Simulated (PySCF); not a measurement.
Isomers of C4H6OS, mass 102.014 u with the commonest isotopes. Level of theory: PBE0-D3(BJ)/def2-SVP geometry optimisation, gas phase in PySCF 2.14.0. One conformer each, none proved a minimum here; rigid rotors.

Problem. Order these by dipole moment, largest first.
A. `[CH3:1][C:2](=[O:3])[C@H:4]1[CH2:5][S:6]1` with C1–C2–C4–C5 -47°
B. `[O:1]=[S@:2]1[CH:3]=[CH:4][CH2:5][CH2:6]1` with O1–S2–C3–C4 122°, C3–C4–C5–C6 -15°, C4–C5–C6–S2 24°, O1–S2–C6–C5 -133°
C. `[O:1]=[C:2]1[CH2:3][CH2:4][S:5][CH2:6]1` with O1–C2–C3–C4 -159°, C2–C3–C4–S5 -37°, C3–C4–S5–C6 35°, C4–S5–C6–C2 -23°

Solution. B (4.59 D), A (2.26 D), C (1.65 D).

Problem. Order these by rotational constant B, largest first.
A. `[O:1]=[C:2]1[CH2:3][CH2:4][S:5][CH2:6]1` with O1–C2–C3–C4 -159°, C2–C3–C4–S5 -37°, C3–C4–S5–C6 35°, C4–S5–C6–C2 -23°
B. `[CH3:1][C:2](=[O:3])[C@H:4]1[CH2:5][S:6]1` with C1–C2–C4–C5 -47°
C. `[O:1]=[S@:2]1[CH:3]=[CH:4][CH2:5][CH2:6]1` with O1–S2–C3–C4 122°, C3–C4–C5–C6 -15°, C4–C5–C6–S2 24°, O1–S2–C6–C5 -133°

Solution. C (2676 MHz), A (2479 MHz), B (1994 MHz).

Problem. Order these by radius of gyration √(Σ m r²/M), largest first.
A. `[CH3:1][C:2](=[O:3])[C@H:4]1[CH2:5][S:6]1` with C1–C2–C4–C5 -47°
B. `[O:1]=[S@:2]1[CH:3]=[CH:4][CH2:5][CH2:6]1` with O1–S2–C3–C4 122°, C3–C4–C5–C6 -15°, C4–C5–C6–S2 24°, O1–S2–C6–C5 -133°
C. `[O:1]=[C:2]1[CH2:3][CH2:4][S:5][CH2:6]1` with O1–C2–C3–C4 -159°, C2–C3–C4–S5 -37°, C3–C4–S5–C6 35°, C4–S5–C6–C2 -23° (tetrahydrothiophen-3-one)

Solution. A (1.748 Å), C (1.671 Å), B (1.589 Å).

| SMILES | point group | Ia (u·Å²) | Ib (u·Å²) | Ic (u·Å²) | κ | μa (D) | μb (D) | μc (D) |
| --- | --- | --- | --- | --- | --- | --- | --- | --- |
| O=[S@]1C=CCC1 | C1 | 83.64 | 188.87 | 242.66 | -0.70 | 4.44 | 0.22 | 1.15 |
| O=C1CCSC1 | C1 | 88.92 | 203.87 | 277.03 | -0.66 | 1.05 | 1.24 | 0.28 |
| CC(=O)[C@H]1CS1 | C1 | 89.44 | 253.42 | 280.60 | -0.90 | 1.36 | 0.70 | 1.66 |
